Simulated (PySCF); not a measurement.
ClNa, charge -1, multiplicity 2. Atoms are numbered in the order given.

```xyz
2

Na     0.0000     0.0000    -1.5310
Cl     0.0000     0.0000     0.9907
```
Charge -1, spin multiplicity 2.

Geometry optimised at PBE-D3(BJ)/def2-TZVPD. The multiplicity is an assumed one; other spin states were not compared.

These are M06-2X/def2-TZVPD (PySCF) values and carry that method's errors.

Mulliken values depend strongly on the basis, most of all with diffuse functions as here. ESP charges are fitted to the potential on shells at 1.4 to 2.0 van der Waals radii. Atomic charges (e):

```tsv
atom	meta-Löwdin	Mulliken	ESP fit	Mulliken spin
Na1	___	-0.20	-0.49	1.10
Cl2	___	-0.80	-0.51	-0.10
```

Q: Some entries are withheld; supply them. (The exact figures need the calculation; the answer reports its results.)

A: 
- Na1, meta-Löwdin: -0.06
- Cl2, meta-Löwdin: -0.94
